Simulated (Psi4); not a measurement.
Process, species as SMILES: [SiH4] (SiH4) → [SiH3-] + H+
B3LYP-D3(BJ)/def2-TZVP geometries, fixed; electronic energies without zero-point terms.

Effect of the treatment of two-electron integrals at PBE/aug-cc-pV(T+d)Z with Psi4, against the last row, where the deprotonation energy is 373.15 kcal/mol.

```csv
setting,largest shift of a total energy (mEh),shift of the deprotonation energy (kcal/mol)
scf_type: df,-0.021,0.005
scf_type: cd,-0.050,0.006
scf_type: pk,0.000,0.000
```

Within 0.02 kcal/mol in the deprotonation energy: scf_type: df; scf_type: cd. The largest shift is 0.050 mEh in a total energy and 0.006 kcal/mol in the difference.
